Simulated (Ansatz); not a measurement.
# AlH5Si: the cost of one run

The runs use Ansatz 0.2.0, Gaussian basis; PBE0-D4/def2-TZVP structures, single points in def2-TZVPP, no counterpoise correction.

Levels: SPW92, PBE-D4, BLYP-D4, r2SCAN-D4, B97M-V, PBE0-D4, B3LYP-D4, r2SCAN0-D4, BHLYP-D4, CAM-B3LYP-D4, wB97X-V, wB97M-V, B2PLYP, PBE-QIDH, RPA on PBE, Hartree-Fock, MP2, CCSD, CCSD(T).

Cores are frozen in the correlated methods. B3LYP uses VWN-RPA correlation. B2PLYP carries no dispersion term here.

79 further runs of the same task are left out: 1 that didn't finish, 78 set aside as unsound or not needed.

**1. Starting geometry**

The complex: 10 atoms, charge 0, spin multiplicity 1.

Atoms are counted from 1 here; the program's logs count them from 0.

Bond lengths: Al1–O2 2.030 Å, Al1–H3 1.590 Å, Al1–H4 1.600 Å, Al1–Si6 2.473 Å, O2–H5 0.967 Å, O2–H7 0.963 Å, Si6–H8 1.492 Å, Si6–H9 1.514 Å, Si6–H10 1.492 Å. Angles: O2–Al1–H3 103.0°, O2–Al1–H4 96.9°, O2–Al1–Si6 92.3°, H3–Al1–H4 118.8°, H3–Al1–Si6 118.9°, H4–Al1–Si6 117.3°, Al1–O2–H5 109.6°, Al1–O2–H7 113.8°, H5–O2–H7 108.0°, Al1–Si6–H8 116.7°, Al1–Si6–H9 105.5°, Al1–Si6–H10 117.5°, H8–Si6–H9 104.2°, H8–Si6–H10 107.0°, H9–Si6–H10 104.4°.

As a file:

| atom | x (Å) | y (Å) | z (Å) |
| --- | --- | --- | --- |
| Al1 | 0.21749 | -1.19797 | -0.08906 |
| O2 | 0.74773 | 0.04488 | -1.60384 |
| H3 | -0.69467 | -2.27872 | -0.81679 |
| H4 | 1.70035 | -1.60942 | 0.34825 |
| H5 | 0.49624 | 0.95219 | -1.38286 |
| Si6 | -0.87028 | 0.63403 | 1.16729 |
| H7 | 1.69053 | 0.03695 | -1.80212 |
| H8 | -0.28294 | 0.97845 | 2.49515 |
| H9 | -0.65586 | 1.87914 | 0.33290 |
| H10 | -2.34858 | 0.56047 | 1.35117 |

Its parts: AlSiH₅ holds atoms 1, 3, 4, 6, 8, 9, 10; H₂O holds atoms 2, 5, 7. Each part counts its atoms afresh in its own runs.

**2. Relaxing AlSiH₅ alone**

Contents of relax-a/in.yaml:

```yaml
crystal:
  periodic: [false, false, false]
  atoms:
    - {symbol: Al, position_ang: [0.217488, -1.197968, -0.089056]}
    - {symbol: H, position_ang: [-0.694670, -2.278724, -0.816786]}
    - {symbol: H, position_ang: [1.700346, -1.609415, 0.348247]}
    - {symbol: Si, position_ang: [-0.870281, 0.634027, 1.167291]}
    - {symbol: H, position_ang: [-0.282938, 0.978455, 2.495151]}
    - {symbol: H, position_ang: [-0.655856, 1.879139, 0.332901]}
    - {symbol: H, position_ang: [-2.348585, 0.560467, 1.351171]}
basis:
  gaussian: {orbitals: def2-TZVP}
hamiltonian: {xc: pbe0, dispersion: d4}
relax: {f_tol: 0.005, max_steps: 200}
```

Launch:

```bash
ansatz run in.yaml --threads 2 --pin off --events-out ev --progress --plain --max-ram 4352MiB
```

**Question.** How long does this run take on 2 threads of Arm Neoverse V1, shared host?

About 8 s.
